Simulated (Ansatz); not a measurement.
CH4ClF, closed shell: a pair in one relaxed arrangement.

in.yaml

```yaml
crystal:
  periodic: [false, false, false]
  atoms:
    - {symbol: Cl, position_ang: [-0.565773, -0.186206, -2.765503]}
    - {symbol: H, position_ang: [-0.016567, 0.411256, -1.765130]}
    - {symbol: C, position_ang: [0.093305, -0.092406, 0.952284]}
    - {symbol: F, position_ang: [0.550098, 0.844056, 0.034147]}
    - {symbol: H, position_ang: [-0.508610, 0.424206, 1.700610]}
    - {symbol: H, position_ang: [0.956968, -0.567544, 1.418712]}
    - {symbol: H, position_ang: [-0.509423, -0.833362, 0.424778]}
basis:
  gaussian: {orbitals: "def2-TZVPPD.json"}
hamiltonian: {xc: {name: revPBE}, dispersion: d4}
```

The basis file named in the input lies beside it (Basis Set Exchange, JSON).

Command:

```bash
ansatz run in.yaml --threads 2 --pin off --events-out ev --progress --plain --max-ram 5222MiB
```

Output of Ansatz 0.2.0:

```
Functional definition: revPBE
  name "revPBE"
  cite "Zhang & Yang, Phys. Rev. Lett. 80, 890 (1998) doi:10.1103/PhysRevLett.80.890"
  cite "Perdew, Burke & Ernzerhof, Phys. Rev. Lett. 77, 3865 (1996) doi:10.1103/PhysRevLett.77.3865"
  parameter kappa = 1.245
  parameter beta = 0.06672455060314922
  exchange = pbe_x(kappa = kappa, mu = beta*pi^2/3)
  correlation = pbe_c(beta = beta)
931 factors; their error is unknown
mean field evaluation 1: about -16336.6319 eV, gradient 4.1e1 eV
mean field evaluation 2: about -16334.1565 eV, gradient 5.1e1 eV
mean field evaluation 4: about -16340.4107 eV, gradient 3.0e0 eV
mean field evaluation 8: about -16340.4255 eV, gradient 5.1e-2 eV
mean field evaluation 16: about -16340.3997 eV, gradient 6.8e-5 eV
mean field -16340.39968969 eV, -600.4986126754 hartree, gradient 6.8e-5 eV, S^2 0.000000; 0 other end points of the search recorded, 0 dependent functions left out
reference -16340.39976522 eV, -600.4986154509 hartree; 18, 18 occupied and 178, 178 virtual orbitals, 931 factors
Total energy: -16340.62290643 eV, -600.5068157393 hartree
```

The lines “mean field evaluation” count trial sets of orbitals through the whole run, from several starts and some on an approximate energy, so they need not fall steadily or lie above the final value.

Hardware: 2 CPU threads of an Arm Neoverse V2, shared host. Wall time about 1.9 s.
